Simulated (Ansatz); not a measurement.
A calculation with Ansatz (development build ahead of 0.2.0).

```yaml
crystal:
  periodic: [false, false, false]
  atoms:
    - { symbol: C, position_ang: [0.08573, -0.11673, -1.42793] }
    - { symbol: C, position_ang: [0.04996, 0.18136, 0.06792] }
    - { symbol: C, position_ang: [-0.03395, -0.17467, 1.19869] }
basis:
  gaussian: { orbitals: def2-SVP }
hamiltonian:
  xc: hf
output:
  forces: true
```

The input is written out in the form of the current development build from the run's settings.

Results

```yaml
Converged: yes
Total_energy: -113.18596 hartree
```

Forces (eV/Å):
```csv
atom,Fx,Fy,Fz
C1,-0.227,2.097,9.957
C2,0.865,0.525,-18.755
C3,-0.638,-2.622,8.798
```

Caution: stretched shape with no unrestricted run beside it, a lower state can exist.
